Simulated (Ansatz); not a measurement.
**C₅H₇F: small, medium and large basis sets**

An exercise on one series of results from a longer session: the logs are not shown, and one member is left open.

Computed with Ansatz 0.2.0, Gaussian basis. Level: one geometry, several basis sets.

Plan: PBE0-D4/def2-SVP; ωB97M-V/def2-SVP; PBE0-D4/def2-QZVPP; ωB97M-V/def2-QZVPP; the functionals' def2-TZVPP values are taken from earlier runs.

## The relaxed structure

The geometry comes from an earlier relaxation with PBE0-D4 in a triple-zeta def2 set; it is a stationary point, not always the lowest conformer.

SMILES `FC1=CCCC1`, 13 atoms, charge 0, spin multiplicity 1.

Atoms are counted from 1 here; the program's logs count them from 0.

Bond lengths: F1–C2 1.334 Å, C2–C3 1.324 Å, C2–C6 1.490 Å, C3–C4 1.499 Å, C3–H7 1.082 Å, C4–C5 1.544 Å, C4–H8 1.093 Å, C4–H9 1.097 Å, C5–C6 1.536 Å, C5–H10 1.092 Å, C5–H11 1.090 Å, C6–H12 1.097 Å, C6–H13 1.093 Å. Angles: F1–C2–C3 125.8°, F1–C2–C6 119.1°, C3–C2–C6 115.1°, C2–C3–C4 109.7°, C2–C3–H7 125.2°, C4–C3–H7 125.0°, C3–C4–C5 103.5°, C3–C4–H8 112.9°, C3–C4–H9 110.6°, C5–C4–H8 111.8°, C5–C4–H9 111.7°, H8–C4–H9 106.4°, C4–C5–C6 106.1°, C4–C5–H10 109.1°, C4–C5–H11 112.6°, C6–C5–H10 109.0°, C6–C5–H11 112.7°, H10–C5–H11 107.3° and more.

The first run:

in.yaml reads:

```yaml
crystal:
  periodic: [false, false, false]
  atoms:
    - {symbol: F, position_ang: [2.595838, 0.212793, -0.333460]}
    - {symbol: C, position_ang: [1.293161, 0.015111, -0.126566]}
    - {symbol: C, position_ang: [0.740974, -1.105006, 0.312643]}
    - {symbol: C, position_ang: [-0.736513, -0.910217, 0.478632]}
    - {symbol: C, position_ang: [-1.009571, 0.422929, -0.251720]}
    - {symbol: C, position_ang: [0.344592, 1.143012, -0.344142]}
    - {symbol: H, position_ang: [1.280073, -2.007680, 0.566641]}
    - {symbol: H, position_ang: [-1.324313, -1.730859, 0.058356]}
    - {symbol: H, position_ang: [-1.001837, -0.851917, 1.541598]}
    - {symbol: H, position_ang: [-1.368623, 0.209530, -1.260753]}
    - {symbol: H, position_ang: [-1.772888, 1.023932, 0.243576]}
    - {symbol: H, position_ang: [0.475719, 1.903892, 0.434786]}
    - {symbol: H, position_ang: [0.503788, 1.639781, -1.304691]}
basis:
  gaussian: {orbitals: def2-SVP}
hamiltonian: {xc: pbe0, dispersion: d4}
output: {orbitals: {seedname: orbitals}}
```

Command:

```sh
ansatz run in.yaml --threads 4 --pin off --events-out ev --progress --plain --max-ram 10444MiB
```

Steps of the session up to this table: PBE0-D4 in def2-SVP; ωB97M-V in def2-SVP; PBE0-D4 in def2-QZVPP; ωB97M-V in def2-QZVPP.

One table of the session follows, with a row left open; its other results are not shown here.

It belongs to the step «Density functionals: the series». 

| functional | basis | HOMO (eV) | LUMO (eV) |
| --- | --- | --- | --- |
| PBE0-D4 | def2-SVP | -6.75 | 0.94 |
| PBE0-D4 | def2-TZVPP | -6.79 | 0.78 |
| PBE0-D4 | def2-QZVPP | -6.81 | 0.68 |
| ωB97M-V | def2-SVP | -8.97 | 3.14 |
| ωB97M-V | def2-TZVPP | ? | ? |
| ωB97M-V | def2-QZVPP | -9.04 | 1.92 |

**Question.** Estimate the row for ωB97M-V, def2-TZVPP.

**Answer.** HOMO (eV): -9.02; LUMO (eV): 2.64. In the column «HOMO (eV)» it lies between ωB97M-V, def2-QZVPP (-9.04) and ωB97M-V, def2-SVP (-8.97).
